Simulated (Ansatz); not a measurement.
Reaction (formal exchange of groups at a C–C bond): `CC(C)C#N` + `CCCC(C)(C)C` → `CC(C)CC(C)(C)C` + `CCC#N`

Gas-phase electronic energies from Ansatz, PBE0-D4/def2-TZVP geometries. CCSD(T)/CBS adds triple-zeta CCSD(T) − MP2 to the extrapolated MP2 energy (def2 sets, frozen cores). DFT in def2-TZVPP. Each species was taken in one conformer, which may not be the lowest.

`CC(C)C#N`:

```xyz
12

C     0.482   -0.315   -1.227
C    -0.436    0.105   -0.080
C    -0.022   -0.521    1.251
C    -0.474    1.560    0.033
N    -0.487    2.706    0.126
H     0.167    0.129   -2.171
H     1.510   -0.004   -1.029
H     0.465   -1.401   -1.330
H    -1.459   -0.211   -0.315
H    -0.694   -0.223    2.056
H     0.991   -0.217    1.519
H    -0.043   -1.609    1.166
```

`CCCC(C)(C)C`:

```xyz
23

C     2.070    1.332    1.702
C     0.724    1.098    1.038
C     0.727   -0.147    0.165
C    -0.580   -0.495   -0.562
C    -0.343   -1.769   -1.370
C    -0.985    0.626   -1.516
C    -1.706   -0.746    0.437
H     2.060    2.227    2.328
H     2.861    1.456    0.957
H     2.348    0.485    2.337
H     0.461    1.974    0.437
H    -0.048    1.011    1.809
H     1.520   -0.045   -0.588
H     1.013   -1.008    0.784
H    -0.056   -2.599   -0.718
H    -1.247   -2.064   -1.911
H     0.456   -1.626   -2.103
H    -1.222    1.549   -0.981
H    -0.183    0.845   -2.228
H    -1.871    0.341   -2.090
H    -1.430   -1.528    1.151
H    -2.613   -1.072   -0.080
H    -1.956    0.154    1.003
```

`CC(C)CC(C)(C)C`:

Z-matrix (Å, degrees):
```
C
C 1 1.523
H 1 1.090 2 112.5
H 1 1.093 2 110.4 3 119.8
H 1 1.095 2 111.0 3 -121.0
C 2 1.530 1 114.8 3 68.4
C 2 1.524 1 109.7 3 -168.8
H 2 1.097 1 107.9 3 -52.1
C 6 1.541 2 120.3 1 -63.1
H 6 1.097 2 106.4 1 175.3
H 6 1.099 2 108.5 1 62.2
H 7 1.095 2 110.7 1 -62.5
H 7 1.093 2 111.5 1 177.7
H 7 1.093 2 111.2 1 57.1
C 9 1.529 6 112.2 2 80.7
C 9 1.526 6 111.2 2 -42.7
C 9 1.529 6 107.2 2 -161.4
H 15 1.094 9 110.7 6 56.0
H 15 1.090 9 112.7 6 -64.8
H 15 1.094 9 110.2 6 175.0
H 16 1.094 9 110.4 6 -174.0
H 16 1.093 9 111.9 6 66.2
H 16 1.094 9 111.2 6 -54.5
H 17 1.094 9 111.0 6 -177.1
H 17 1.094 9 110.9 6 -57.3
H 17 1.094 9 111.1 6 62.7
```

`CCC#N`:

```xyz
9

C    -0.081    1.003    0.172
C     0.072   -0.351   -0.513
C     0.051   -1.457    0.432
N     0.031   -2.318    1.193
H     0.729    1.174    0.883
H    -0.060    1.800   -0.573
H    -1.026    1.061    0.713
H     1.014   -0.401   -1.068
H    -0.730   -0.512   -1.239
```

```json
{"species": "`CC(C)C#N`", "r2SCANh-D4 energy (Eh)": "-211.32215"}
{"species": "`CCCC(C)(C)C`", "r2SCANh-D4 energy (Eh)": "-276.31297"}
{"species": "`CC(C)CC(C)(C)C`", "r2SCANh-D4 energy (Eh)": "-315.61265"}
{"species": "`CCC#N`", "r2SCANh-D4 energy (Eh)": "-172.01861"}
```

**Question.** Work out ΔE.

**Answer.** ΔE = (-315.61265) + (-172.01861) − (-211.32215) − (-276.31297) = 0.00386 Eh = +10.1 kJ/mol. CCSD(T)/CBS gives +9.6 kJ/mol.

Largest T1 diagnostic among the species: 0.012.

In def2-TZVPP, CCSD(T) changes the Hartree–Fock value by −10.0 kJ/mol (the triples alone add −1.3 kJ/mol) and MP2 by −10.0 kJ/mol. The D4 term adds −5.3 kJ/mol with B3LYP and −3.3 kJ/mol with PBE0; it sums over pairs of atoms, weighted by their polarisabilities, and B3LYP, whose exchange is more repulsive, gets the larger term.

B3LYP here is the variant with VWN-RPA as its local correlation; programs differ in this.
